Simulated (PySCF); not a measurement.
Molecule: (CH3CH2)2CHF (CCC(F)CC, C5H11F).

Cartesian coordinates in Å; atom numbers follow the order of the lines, from 1:
```xyz
17

C    -2.5238    0.3502    0.1527
C    -1.2773   -0.5071    0.2941
C     0.0049    0.2636    0.0548
F    -0.0386    0.8026   -1.2239
C     1.2641   -0.5697    0.1803
C     2.5324    0.2262   -0.0769
H    -3.4384   -0.2407    0.3078
H    -2.5717    0.7980   -0.8503
H    -2.5283    1.1730    0.8857
H    -1.2265   -0.9559    1.3002
H    -1.3094   -1.3469   -0.4214
H     0.0575    1.1222    0.7533
H     1.1898   -1.4095   -0.5321
H     1.2828   -1.0161    1.1886
H     2.6469    1.0435    0.6532
H     2.5070    0.6768   -1.0795
H     3.4273   -0.4097   -0.0100
```

Geometry PBE0-D3(BJ)/def2-SVP throughout; GIAO in PySCF, gas phase, one conformer, non-relativistic; equivalent atoms averaged; functional PBE0.

For orientation, 6-31G gives these shifts δ (against TMS, CFCl3 at the same level): C3 90.9, C2/C5 31.0, C1/C6 12.9, F4 -224.3, H12 4.30, H11/H13 1.65, H7/H8/H9/H15/H16/H17 1.23, H10/H14 1.32 ppm.

A run gave: C3 98.4, C2/C5 33.1, C1/C6 14.0, F4 -237.6, H12 4.02, H11/H13 1.56, H7/H8/H9/H15/H16/H17 1.30, H10/H14 1.19 ppm (shifts δ (against TMS, CFCl3 at the same level)).

Q: Which basis set was used in that run?
A. def2-SVP
B. 6-311+G(2d,p)
C. pcSseg-0
D. pcSseg-1

A: C. F4 tells them apart best: pcSseg-0 gives -237.6, 6-311+G(2d,p) gives -212.5, def2-SVP gives -192.9, pcSseg-1 gives -217.1 ppm.
